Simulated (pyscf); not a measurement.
PySCF, gas phase, ωB97X-D3(BJ)/def2-SVP geometries.

Question: Estimate by transition-state theory the rate constant of H₃C–SiH•–Cl + hydrogen chloride (HCl) → methane (CH₄) + Cl–SiH•–Cl (doublet surface; C–Si, Cl–H broken, C–H, Cl–Si formed) at 600 K, with ωB97M-D3(BJ)/def2-TZVP energies (ideal gas, 1 atm, RRHO with modes under 100 cm⁻¹ raised to 100, one conformer, R ln 2 for chiral ones without a mode under 150 cm⁻¹; no tunnelling).

Answer: The electronic barrier is 33.4 kcal/mol and the thermal terms add +19.9, so ΔG‡ = 53.2 kcal/mol. With k_BT/h = 1.25e+13 s⁻¹ and RT = 1.192 kcal/mol, and a volume of 8.18e-20 cm³ per molecule at 1 atm, k = 4.2e-26 cm³ molecule⁻¹ s⁻¹. Wigner's tunnelling factor for 1112i cm⁻¹ would be 1.30. A shift of 1 kcal/mol in the barrier changes k by a factor 2.3. One saddle was located; it need not be the lowest between these sides.
